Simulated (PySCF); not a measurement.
# pyrrole: gas-phase deprotonation enthalpies at several levels

Structure: `c1cc[nH]c1` (C4H5N). Optimised structure (Å), atoms numbered from 1:
```
C    -0.0086   -1.1162    0.4219
C    -1.1449   -0.3205    0.1050
C    -0.6787    0.8942   -0.3531
N     0.6880    0.8543   -0.3219
C     1.1108   -0.3591    0.1460
H    -0.0092   -2.1328    0.8106
H    -2.1909   -0.6049    0.2018
H    -1.2120    1.7777   -0.6969
H     1.2957    1.6099   -0.6039
H     2.1690   -0.5902    0.2467
```

All levels share the PBE0-D3(BJ)/ma-def2-SVP structures and the PBE0-D3(BJ)/ma-def2-SVP thermal terms; only the single-point energies (PySCF) change. Values are gas-phase deprotonation enthalpies (298 K, kJ/mol).

At PBE0-D3(BJ)/aug-cc-pVDZ (grid 3):
| quantity | value |
| --- | --- |
| N4 | 1505 |
| C3 | 1659 |
| C1 | 1702 |

Task: What does ωB97X-D3(BJ)/ma-def2-TZVP give?

Result: N4: 1515 (change 10); C3: 1672 (change 13); C1: 1720 (change 18).
